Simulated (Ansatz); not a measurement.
# BP: the cost of one run

Program: Ansatz 0.2.0 through its Python package. Level of theory: PBE0/6-31G*. These are calculated values, not measurements.

## (1) The system

Bond lengths: B1–P2 1.980 Å.

No structure file is read: the coordinates are typed or built in the script.

## (2) Script

freq_bp.py

```python
"""Vibrations and zero-point energy of BP(-)."""

import itertools

import ansatz as az
from ase.data import atomic_numbers, covalent_radii
import numpy as np

bp = (
    az.Crystal.molecule()
    .atom("B", (0.0, 0.0, 0.0))
    .atom("P", (0.0, 0.0, 1.98))
)

job = (
    bp.calculation()
    .basis(gaussian="6-31G*")
    .functional("PBE0")
    .charge(-1)
    .spin("collinear", total=1)
)
symbols = [site.symbol for site in bp.cartesian_sites]
start = np.array([site.position_ang for site in bp.cartesian_sites], dtype=float)
def progress(event):
    if event["event"] == "relax_step":
        row = event["data"]
        print(f"step {row['step']:3d}  E = {row['lagrangian_ev']:.6f} eV  largest force component {row['allowed_force_max_ev_ang']:.4f} eV/A")


data = job.relax(force_tolerance=0.003).session().plan().execute(on_event=progress).report
end = np.array(data["positions_ang"])

# pairs closer than 1.2 times the sum of covalent radii, before or after
radius = [covalent_radii[atomic_numbers[s]] for s in symbols]
span = lambda where, i, j: np.linalg.norm(where[i] - where[j])
bonded = [(i, j) for i, j in itertools.combinations(range(len(symbols)), 2) if min(span(start, i, j), span(end, i, j)) < 1.2 * (radius[i] + radius[j])]
print("pair        before    after (A)")
for i, j in bonded:
    print(f"{symbols[i]}{i}-{symbols[j]}{j}".ljust(10), f"{span(start, i, j):8.4f} {span(end, i, j):8.4f}")

# frequencies need a stationary point, so they are taken at the relaxed geometry
minimum = az.Crystal.molecule()
for symbol, place in zip(symbols, end):
    minimum = minimum.atom(symbol, place.tolist())
vibrating = minimum.calculation()
vibrating = vibrating.basis(gaussian="6-31G*")
vibrating = vibrating.functional("PBE0")
vibrating = vibrating.charge(-1).spin("collinear", total=1)
vibrating = vibrating.phonons(temperatures=(100, 500, 100))
vib = vibrating.run(threads=1, pin="off").report["vibrations"]
sums = vib["harmonic_sums"]
modes = [m["omega_inv_cm"] for m in sums["modes_at_gamma"] if m["rigid_motion"] == "no"]
print("frequencies (1/cm):", " ".join(f"{w:.0f}" for w in modes))
print("imaginary modes:", sum(w < 0 for w in modes), " zero-point energy:", round(sums["zero_point_energy_ev"], 4), "eV")
```

## (3) The run

Launch:

```sh
$ python freq_bp.py
```

**Question.** How long does this script take on 1 thread of Arm Neoverse V1, shared host, and how much memory does it need?

About 12 s, with a peak of 0.17 GiB.
